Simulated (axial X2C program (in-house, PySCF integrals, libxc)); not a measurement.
Density and ELF of NaAl⁻

Computed with an in-house all-electron X2C program for linear molecules (integrals from PySCF). Spin-free means the one-electron spin-free X2C Hamiltonian. Basis: Al dyall-av3z [9s9p3d2f], Na dyall-av3z [10s9p5d2f] (cores contracted in-house); Gaussian nuclei, density fitting, unrestricted open shells. Masses: Al 26.982 u, Na 22.990 u.

PBE0, spin-free, state M_S = 1/2, Λ = 1 (beyond evenly filled blocks: π+α); Al at z = 0, Na at z = 3.169 Å.

The maps cover the half plane through the axis: z from -2.4 to 5.4 Å along the bond, ρ from 0.15 to 2.25 Å away from it (steps of 0.3 Å, the bottom row nearest the axis).

log10 of the density in e/bohr³:

digits 0 to 9 span -3.55 to 0.98 evenly
```
000111111111111111111111000
001112222222211111111111100
011222233322222222222111110
112223333333322222222221111
112233444433333223333222111
122334444444333334554322111
122344567644433346776432211
123344589854433357997532211
```

Electron localisation function (collinear form, no current term, damped to 0 at low density):

digits 0 to 9 span 0.00 to 1.00 evenly
```
012344544332223467888887653
123566666544344677778888875
245678887765555665334689987
357888888776666531000147998
468899865677776300000014899
578998300027886101442001699
688995037404885016887200489
689993183812884038648500389
```

Axial spin density in 10⁻³ e/bohr³:

digits 0 to 9 span -2.23 to 2.23 evenly, values beyond are clipped
```
555556777776665555555555555
555567899987665555555555555
455567999998765555555555555
444568999999755555555666555
444457999999644445555666655
433223899996322344555566665
331000254640001234455566665
321000039400000134095566665
```

One determinant describes the state; a PBE0 search over occupations chose it and may have missed a lower one. Other states lie close and PBE0, whose exact exchange favours high spin, may order them wrongly; the determinant shown need not be the ground state. The nearest other spin-free determinant of the search, M_S = 3/2, Λ = 0, lies 0.17 eV up at the distance of the search. Without a current term, density functionals place determinants with orbital angular momentum somewhat too high. The highest occupied level of some functionals is positive through self-interaction error; at Hartree–Fock it is bound.
